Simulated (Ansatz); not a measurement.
fcc Rh was calculated with LC-ωPBE in Ansatz (PAW).

Numerical settings: plane-wave cutoff 460 eV, 14×14×14 k mesh, Fermi–Dirac smearing 0.05 eV, no spin polarisation, scalar-relativistic PAW data made under PBE.

Cell (relaxed at this level):

```
Rh
1.0
    0.00000     1.86950     1.86950
    1.86950     0.00000     1.86950
    1.86950     1.86950     0.00000
Rh
1
Direct
  0.00000   0.00000   0.00000
```

Question: Predict the bulk modulus B0.

Answer: 
* **bulk modulus B0**: 352 GPa

Measured, for comparison: bulk modulus 271 GPa (corrected for temperature and zero-point phonon effects, our sources range from 271 to 289; as tabulated in Levämäki et al. (2014), arXiv:1402.3671). Computed (rounded) less measured: bulk modulus +30 % (+22 % to +30 % over the range).

Static lattice: no zero-point or thermal effects.

Ansatz is a first-principles code.
